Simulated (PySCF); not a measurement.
Aluminium: a sound run and one with changed settings

Sound run: Al [Ne] 3s2 3p1, Al⁺ [Ne] 3s2. Calculation: PySCF 2.14, in pcseg-2; the non-relativistic Hamiltonian (point nucleus). The sound run starts from symmetry-adapted Hartree-Fock orbitals and uses a fine grid where one is needed.

A second run was set up differently.

```
species  method  sound run (hartree)  changed run (hartree)  converged
     Al     UHF           -241.86934             -241.86934        yes
     Al    MN15           -242.27691             -242.27612        yes
     Al   B3LYP           -242.39251             -242.39257        yes
    Al⁺     UHF           -241.66511             -241.66511        yes
    Al⁺    MN15           -242.06606             -242.06619        yes
    Al⁺   B3LYP           -242.17139             -242.17149        yes
```

Ionisation energy of Al:

| method | sound run (eV) | changed run (eV) |
| --- | --- | --- |
| UHF | 5.557 | 5.557 |
| MN15 | 5.737 | 5.712 |
| B3LYP | 6.017 | 6.016 |

Task: What was changed?
A. basis contracted for another Hamiltonian
B. all electrons correlated in a valence basis
C. level shift left on
D. radial grid too coarse

Result: D. It used radial step 0.3 in ln r (0.13 in the sound run). A coarse radial grid mis-integrates the density and the exchange-correlation energy, with errors of either sign; Hartree-Fock needs no grid.
